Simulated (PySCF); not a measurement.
Write Cartesian coordinates for InChI=1S/C6/c1-3-5-6-4-2 as optimised with PBE0-D3(BJ)/def2-SVP. (Triplet state.)

```xyz
6
C6 angstrom
C     -3.1681   -0.3329    0.5672
C     -1.8896   -0.2002    0.3358
C     -0.6238   -0.0685    0.1087
C      0.6316    0.0610   -0.1163
C      1.8979    0.1901   -0.3414
C      3.1769    0.3213   -0.5712
```

Orientation and origin are arbitrary. Atoms count from 1 in this order. The C–C distances run from 1.282 Å (C3=C4, drawn double) to 1.306 Å (C5=C6, drawn double), a spread of 0.024 Å.

Bonds between heavy atoms (Å): C1=C2 1.306, C2=C3 1.293, C3=C4 1.282, C4=C5 1.293, C5=C6 1.306.

Method: PBE0-D3(BJ)/def2-SVP geometry optimisation, gas phase (PySCF).

Point group: D∞h (every atom within 0.08 Å of its image). No PBE0-D3(BJ)/def2-SVP frequencies stand behind this structure, so it isn't proved a minimum. ⟨S²⟩ = 2.066 (exact for a triplet: 2.00).
